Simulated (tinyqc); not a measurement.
Worked calculation: G0W0 on RHF in the sto-3g basis, for H2O, spin multiplicity 1. One step of it, computed by the program tinyqc.

Task: Iteration 8 (converged): orbitals. Diagonalise F' = X^T F X, C = X C', fill 5 alpha and 5 beta electrons from the bottom; D = 2 C_occ C_occ^T. Each column has its largest component positive (the first on a tie).

converged F (hartree), lower triangle:
```
             1O 1s      1O 2s     1O 2px     1O 2py     1O 2pz      2H 1s      3H 1s
1O 1s   -20.249284
1O 2s    -5.162566  -2.402123
1O 2px    0.000000   0.000000  -0.383065
1O 2py    0.000000   0.000000   0.000000  -0.223354
1O 2pz   -0.024937  -0.064482   0.000000   0.000000  -0.264296
2H 1s    -0.813738  -0.772636   0.000000  -0.362173  -0.301672  -0.396613
3H 1s    -0.813738  -0.772636   0.000000   0.362173  -0.301672  -0.217189  -0.396613
```

X, lower triangle:
```
            1O 1s      1O 2s    1O 2px     1O 2py     1O 2pz      2H 1s     3H 1s
1O 1s    1.023571
1O 2s   -0.136184   1.149563
1O 2px   0.000000   0.000000  1.000000
1O 2py   0.000000   0.000000  0.000000   1.073711
1O 2pz  -0.006700   0.063644  0.000000   0.000000   1.031735
2H 1s    0.018747  -0.215392  0.000000  -0.174407  -0.107808   1.120331
3H 1s    0.018747  -0.215392  0.000000   0.174407  -0.107808  -0.052919  1.120331
```

Give: F' = X^T F X; orbital energies; coefficients C; D after iteration 8.

Result:

F' = X^T F X (hartree), lower triangle:
```
          1        2        3        4        5        6        7
1  -19.8750
2   -2.6844  -1.3142
3    0.0000   0.0000  -0.3831
4    0.0000   0.0000   0.0000   0.0029
5   -0.0511   0.0959   0.0000   0.0000  -0.1569
6   -0.0861  -0.3942   0.0000  -0.3997  -0.2823  -0.0224
7   -0.0861  -0.3942   0.0000   0.3997  -0.2823  -0.0583  -0.0224
```

orbital energies (hartree): MO1 -20.2575, MO2 -1.1981, MO3 -0.5462, MO4 -0.4205, MO5 -0.3831, MO6 0.4492, MO7 0.5849

coefficients C:
```
            MO1      MO2      MO3      MO4     MO5      MO6      MO7
1O 1s    0.9945  -0.2402   0.0000   0.0896  0.0000  -0.1109   0.0000
1O 2s    0.0239   0.8928   0.0000  -0.4587  0.0000   0.6549   0.0000
1O 2px   0.0000   0.0000   0.0000   0.0000  1.0000   0.0000   0.0000
1O 2py   0.0000   0.0000   0.5984   0.0000  0.0000   0.0000   0.9250
1O 2pz   0.0029   0.0774   0.0000   0.7611  0.0000   0.7118   0.0000
2H 1s   -0.0045   0.1424   0.4529   0.3304  0.0000  -0.7061  -0.7166
3H 1s   -0.0045   0.1424  -0.4529   0.3304  0.0000  -0.7061   0.7166
```

D after iteration 8, lower triangle:
```
          1O 1s    1O 2s  1O 2px   1O 2py  1O 2pz    2H 1s   3H 1s
1O 1s    2.1094
1O 2s   -0.4636   2.0160
1O 2px   0.0000   0.0000  2.0000
1O 2py   0.0000   0.0000  0.0000   0.7161
1O 2pz   0.1049  -0.5599  0.0000   0.0000  1.1704
2H 1s   -0.0181  -0.0490  0.0000   0.5420  0.5249   0.6691
3H 1s   -0.0181  -0.0490  0.0000  -0.5420  0.5249  -0.1513  0.6691
```
